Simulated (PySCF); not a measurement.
Molecule: `InChI=1S/C3H6O2/c1-4-3-2-5-3/h3H,2H2,1H3/t3-/m1/s1`.

Structure with atom numbers: `[CH3:1][O:2][C@H:3]1[CH2:4][O:5]1`. Each H is labelled by its parent atom. Ha(C4) is cis to O2 on the ring; Hb(C4) is trans to O2 on the ring.

Spin–spin couplings on one PBE0-D3(BJ)/def2-SVP geometry, PySCF 2.14, gas phase, non-relativistic, equivalent pairs averaged (without the spin–dipole term); isotopes $^{13}$C, $^{1}$H, $^{17}$O; functional B3LYP.

Q: How do the couplings (Hz) change with the basis set? Times are CPU seconds on shared hosts with different chips, so compare them loosely. Far from the basis limit: 6-31G*, pcJ-0, 6-31G-J, def2-TZVP, cc-pVTZ.

A: 
```
basis set  functions  $^{1}J$(C3,H(C3))  $^{1}J$(C4,Ha(C4))  $^{1}J$(C4,Hb(C4))  $^{1}J$(C1,H(C1))  $^{1}J$(C3,C4)  $^{1}J$(C3,O5)  $^{1}J$(C4,O5)  core-s
   6-31G*         82              200.7               184.1               177.4              151.8            50.0            23.4            18.4       4
    pcJ-0         83              180.9               159.6               154.4              124.2            26.7            41.1            33.5       4
  6-31G-J         84              216.3               192.8               187.8              152.6            38.4            41.4            35.2     4.4
def2-TZVP        191              200.9               177.2               173.3              139.9            36.6            34.2            29.3      14
    pcJ-1        195              208.7               185.1               180.8              147.6            38.6            31.3            26.6      15
  cc-pVTZ        234              185.4               165.7               162.9              131.1            34.1            30.3            25.6      18
```

The Fermi-contact term samples the wavefunction at the nucleus, which is why sets with added tight s functions (names with J) are made for couplings.
